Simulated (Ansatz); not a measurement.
System: AlF2, charge 0, doublet. AlF2 (SMILES [F][Al][F], doublet).
B3LYP-D3(BJ)/def2-TZVP minimum from Ansatz (an electronic-structure program):
```xyz
3

Al    -0.0022     0.4808     0.0049
F      1.4323    -0.3405    -0.0081
F     -1.4291    -0.3540     0.0011
```
Charge 0, spin multiplicity 2.

Total energies in hartree (Ansatz). Radicals and triplets start from unrestricted determinants; spin-orbit coupling is neglected. Cores are frozen in correlated methods. No relativity. Where a partner has so few electrons that a lower coupled-cluster level is exact, that level stands in.

```csv
species,HF/cc-pV(T+d)Z,CCSD(T)/cc-pV(T+d)Z,HF/cc-pV(Q+d)Z,CCSD(T)/cc-pV(Q+d)Z,CCSD(T)/cc-pV(D+d)Z,CCSDT(Q)/cc-pV(D+d)Z
"1: AlF2 (SMILES [Al]([F])[F], doublet)",-441.01068,-441.58633,-441.03478,-441.66263,-441.35489,-441.35637
2: Al (doublet),-241.87908,-241.93131,-241.88044,-241.93374,-241.92191,-241.92229
3: F (doublet),-99.40552,-99.62036,-99.41377,-99.65026,-99.52757,-99.52776
```

Work out the atomisation energy (electronic, to ground-state atoms) in kJ/mol: take Hartree-Fock from cc-pV(Q+d)Z, extrapolate the CCSD(T) correlation energy as X^-3 (X = 3, 4), and add CCSDT(Q) - CCSD(T) in cc-pV(D+d)Z. 1 hartree = 2625.5 kJ/mol.


Species 1: correlation (64·(-0.62785) - 27·(-0.57565))/37 = -0.66594; step -0.00148; E1 = -441.03478 + (-0.66594) + (-0.00148) = -441.70220
Species 2: correlation (64·(-0.05330) - 27·(-0.05223))/37 = -0.05408; step -0.00038; E2 = -241.88044 + (-0.05408) + (-0.00038) = -241.93490
Species 3: correlation (64·(-0.23649) - 27·(-0.21484))/37 = -0.25229; step -0.00019; E3 = -99.41377 + (-0.25229) + (-0.00019) = -99.66625
-1·E1 +1·E2 +2·E3 = 0.43480 hartree = 1141.6 kJ/mol.
